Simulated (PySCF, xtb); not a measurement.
NO, SMILES [N]=O (connectivity only; charge and spin as stated), charge +1, multiplicity 1.

Harmonic wavenumbers (cm⁻¹) from xtb 6.7.1 with GFN2-xTB at its own minimum, in rising order: 2421.

**Question.** What does PBE-D3(BJ)/def2-TZVPD (PySCF) give at its own minimum? (An estimate is asked for; the answer gives what the named calculation found.)

**Answer.** 2362. Paired by order, the mean absolute difference is 59 cm⁻¹ and the zero-point energies are 3.5 and 3.4 kcal/mol.
